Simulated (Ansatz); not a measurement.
# Worked example: correlation energy of H₂Ge–GeH₂, triplet

Geometry: displaced at random from a stationary point.

```xyz
6

Ge    0.0205    0.0078    1.2343
Ge    0.0197   -0.0083   -1.2321
H    -0.6421    1.3033    1.7534
H    -0.7449   -1.2641    1.7832
H    -0.7873    1.2566   -1.8692
H    -0.7236   -1.2609   -1.8320
```

Basis cc-pVDZ; Ansatz 0.2.0. Only valence electrons are correlated (noble-gas cores and the filled d shells of p-block atoms frozen), which leaves 12 electrons in 46 orbitals. R marks a restricted (for open shells ROHF) determinant, U an unrestricted one. No spin–orbit coupling is included, and no scalar relativity.

Full CI isn't at hand for all of this; UCCSDT(Q) serves as the reference, and is uncertain by about the last step of the cluster series.

Runs differ by some tens of microhartree through their thresholds and, for an open shell, their frozen cores, so steps under 0.03 kcal/mol mean nothing.

```
    level  total energy (hartree)
      UHF            -4152.935887
     UMP2            -4153.097962
    UCCSD            -4153.139776
 UCCSD(T)            -4153.144906
   UCCSDT            -4153.146136
UCCSDT(Q)            -4153.146336
```

**Question.** What is the correlation energy at UCCSDT(Q), and what share of it do UMP2 and UCCSD recover?

**Answer.** E(corr) = -4153.146336 − (-4152.935887) = -0.210449 hartree = -5.727 eV. UMP2: -0.162075 / -0.210449 = 77.01 %. UCCSD: -0.203889 / -0.210449 = 96.88 %.

**Question.** By how many kcal/mol does UCCSD(T) miss UCCSDT(Q) (1 hartree = 627.509 kcal/mol), and which steps make up the rest?

**Answer.** -4153.144906 − (-4153.146336) = 0.001430 hartree = 0.90 kcal/mol. Steps: UCCSDT − UCCSD(T) = -0.77, UCCSDT(Q) − UCCSDT = -0.13 kcal/mol. Differences between like states or geometries often cancel part of this.
